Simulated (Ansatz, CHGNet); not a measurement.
Lattice constant a (Å) of 28 elemental solids other than molecular ones, computed with the machine-learned potential CHGNet 0.3.0 (trained on PBE and PBE+U data) and with r²SCAN in Ansatz (PAW). The set holds measured phases with no doubt noted on the run or the magnetic state but for the caveats below. 19 more of the class have both values but aren't in it, for one of these reasons: built or high-temperature cells, doubts on the run or the magnetic state, unlike cells, values of zero, layered or molecular crystals, cells that aren't cubic. Solids without a value at one level (not run, failed, or a magnetic order lost), or held back for tests, aren't counted.

All rows, in order of the shift (worked out from unrounded values):

```json
[
 {"solid": "diamond-structure Ge", "CHGNet 0.3.0": "5.758", "r²SCAN": "5.675", "shift (%)": "-1.46"},
 {"solid": "grey tin (α-Sn)", "CHGNet 0.3.0": "6.656", "r²SCAN": "6.566", "shift (%)": "-1.36"},
 {"solid": "fcc Ag", "CHGNet 0.3.0": "4.159", "r²SCAN": "4.104", "shift (%)": "-1.33"},
 {"solid": "fcc Al", "CHGNet 0.3.0": "4.044", "r²SCAN": "3.992", "shift (%)": "-1.29"},
 {"solid": "fcc Rh", "CHGNet 0.3.0": "3.847", "r²SCAN": "3.800", "shift (%)": "-1.22"},
 {"solid": "fcc Pd", "CHGNet 0.3.0": "3.953", "r²SCAN": "3.908", "shift (%)": "-1.13"},
 {"solid": "fcc Au", "CHGNet 0.3.0": "4.172", "r²SCAN": "4.125", "shift (%)": "-1.13"},
 {"solid": "fcc Cu", "CHGNet 0.3.0": "3.617", "r²SCAN": "3.577", "shift (%)": "-1.11"},
 {"solid": "fcc Pb", "CHGNet 0.3.0": "5.047", "r²SCAN": "4.994", "shift (%)": "-1.06"},
 {"solid": "fcc Pt", "CHGNet 0.3.0": "3.976", "r²SCAN": "3.940", "shift (%)": "-0.90"},
 {"solid": "fcc Ir", "CHGNet 0.3.0": "3.876", "r²SCAN": "3.844", "shift (%)": "-0.83"},
 {"solid": "bcc Nb", "CHGNet 0.3.0": "3.330", "r²SCAN": "3.303", "shift (%)": "-0.81"},
 {"solid": "fcc Ni", "CHGNet 0.3.0": "3.503", "r²SCAN": "3.478", "shift (%)": "-0.73"},
 {"solid": "bcc Ta", "CHGNet 0.3.0": "3.324", "r²SCAN": "3.305", "shift (%)": "-0.58"},
 {"solid": "bcc Mo", "CHGNet 0.3.0": "3.169", "r²SCAN": "3.151", "shift (%)": "-0.56"},
 {"solid": "bcc W", "CHGNet 0.3.0": "3.185", "r²SCAN": "3.169", "shift (%)": "-0.52"},
 {"solid": "bcc V", "CHGNet 0.3.0": "2.996", "r²SCAN": "2.982", "shift (%)": "-0.46"},
 {"solid": "diamond", "CHGNet 0.3.0": "3.573", "r²SCAN": "3.560", "shift (%)": "-0.35"},
 {"solid": "diamond-structure Si", "CHGNet 0.3.0": "5.461", "r²SCAN": "5.444", "shift (%)": "-0.30"},
 {"solid": "bcc Na", "CHGNet 0.3.0": "4.210", "r²SCAN": "4.223", "shift (%)": "+0.31"},
 {"solid": "bcc Fe", "CHGNet 0.3.0": "2.847", "r²SCAN": "2.866", "shift (%)": "+0.66"},
 {"solid": "fcc Ca", "CHGNet 0.3.0": "5.527", "r²SCAN": "5.568", "shift (%)": "+0.73"},
 {"solid": "bcc Ba", "CHGNet 0.3.0": "5.032", "r²SCAN": "5.070", "shift (%)": "+0.77"},
 {"solid": "fcc Sr", "CHGNet 0.3.0": "6.032", "r²SCAN": "6.101", "shift (%)": "+1.15"},
 {"solid": "bcc Li", "CHGNet 0.3.0": "3.409", "r²SCAN": "3.477", "shift (%)": "+2.00"},
 {"solid": "bcc K", "CHGNet 0.3.0": "5.237", "r²SCAN": "5.348", "shift (%)": "+2.13"},
 {"solid": "bcc Cs", "CHGNet 0.3.0": "6.016", "r²SCAN": "6.273", "shift (%)": "+4.27"},
 {"solid": "bcc Rb", "CHGNet 0.3.0": "5.486", "r²SCAN": "5.747", "shift (%)": "+4.76"}
]
```

The shift from CHGNet 0.3.0 to r²SCAN has a median of -0.57 %, and eight in ten lie between -1.30 % and +2.04 %; r²SCAN is the larger in 9 of 28.

Ansatz's runs of these crystals have no spin polarisation, but for bcc Fe, fcc Ni. Meta-GGA and hybrid levels favour moments, which can bear on fcc Pd, bcc Fe, bcc V, fcc Pt, fcc Rh, fcc Ni.

Density-functional runs with spin start from parallel moments for bcc Fe, parallel moments for fcc Ni.

Spin–orbit coupling is left out, also for the solids with elements from indium on (bcc Ta, fcc Pt, bcc Ba, grey tin (α-Sn), bcc W, fcc Ir, bcc Cs, fcc Pb, fcc Au); its size isn't shown.

Ansatz's density-functional and Hartree–Fock values are scalar-relativistic unless marked +SOC, with PAW data made under PBE.

Ansatz is a quantum-chemistry and plane-wave program.
